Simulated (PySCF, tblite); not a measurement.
**Complex of chloride and 2 × water**

A gas-phase complex of chloride and 2 × water; charge -1, singlet. The structure comes from a short search (6 tight-binding starts) and was relaxed by PBE0-D3(BJ)/def2-SVPD; another way of binding may lie lower. Frequencies by PBE0-D3(BJ)/def2-SVPD show no clear imaginary mode.

Parts: 1 = chloride ([Cl-]), atoms 1, charge -1; 2 = water (O), atoms 2–4; 3 = water (O), atoms 5–7.

```
atom  part   x (Å)   y (Å)   z (Å)
 Cl1     1  -1.487   1.311   0.673
  O2     2  -2.848  -0.124  -1.673
  H3     2  -2.318   0.430  -1.043
  H4     2  -2.838  -0.977  -1.233
  O5     3  -4.679   1.166   0.307
  H6     3  -4.426   0.744  -0.525
  H7     3  -3.795   1.352   0.681
```

Contacts between parts, classed by geometry: H3···Cl1 2.101 Å (hydrogen bond, 165°); H7···Cl1 2.308 Å (hydrogen bond, 154°); H6···O2 2.136 Å (hydrogen bond, 146°).

Interaction energies are complex less parts, with the parts frozen as they stand in it; counterpoise-corrected, in kcal/mol (PySCF).

Task: Give the interaction energy at each level run.

Result: 
```tsv
level	interaction	superposition error removed
wB97M-D3(BJ)/def2-TZVPD	-30.50	-0.22
PBE0-D3(BJ)/def2-TZVPD	-32.06	-0.23
RI-MP2/aug-cc-pVTZ	-30.04	-1.68
```

Task: What holds them together? Decompose the wB97M-D3(BJ)/def2-TZVPD energy: frozen parts, their antisymmetrised product, then relaxation.

Result: electrostatic -42.5, Pauli repulsion +30.0, orbital relaxation -16.0, dispersion correction -2.2 kcal/mol, which sum to the value before the counterpoise correction; the Pauli term holds the exchange-correlation of the frozen density too. Of the attraction, 70 % is electrostatic, 26 % is orbital relaxation, 4 % is dispersion correction.

Task: Are the pair energies additive?

Result: The pairs sum to -31.38 kcal/mol (1–2 -14.7, 1–3 -14.7, 2–3 -1.9); the rest of +0.87 is a many-body weakening.

The parts were also relaxed and run alone, at the levels used for the complex: vibrations by PBE0-D3(BJ)/def2-SVPD; shieldings by PBE0/aug-pcSseg-2; core levels by delta-SCF with SCAN, aug-pcX-2 on the ionised atom and aug-pcseg-1 elsewhere, spin-free X2C (2p3/2 is the spin-free 2p value less a third of a first-order spin-orbit splitting).

Task: What does binding change?

Result: 
| property | alone | in the complex | change |
| --- | --- | --- | --- |
| O2–H3 bond (Å) | 0.961 | 0.992 | +0.031 |
| stretch carried by H3 (cm⁻¹, harmonic) | 3880, 3991 | 3341 | -595 from the mean |
| its infrared intensity (km/mol) | 8, 79 | 962 |  |
| shielding of H3 (ppm) | 30.84 | 24.19 | -6.65 |
| shielding of Cl1 (ppm) | 1149.3 | 1066.8 | -82.4 |
| shielding of H7 (ppm) | 30.84 | 27.06 | -3.78 |
| shielding of O2 (ppm) | 327.6 | 283.5 | -44.1 |
| Cl1 2p3/2 core level (eV) | 196.90 | 198.35 | +1.45 |
| O2 1s core level (eV) | 539.78 | 534.39 | -5.39 |
| O5 1s core level (eV) | 539.78 | 533.78 | -6.00 |

Density functionals tend to overstate the lengthening and the red shift of so strongly bound an X–H bond.

Task: What are the binding energy from relaxed parts (wB97M-D3(BJ)/def2-TZVPD), and ΔH and ΔG of association at 298.15 K and 1 atm?

Result: -29.39 kcal/mol, -25.72 with zero-point energy; ΔH -27.4 and ΔG -12.8 kcal/mol, from harmonic vibrations by PBE0-D3(BJ)/def2-SVPD with low modes damped.
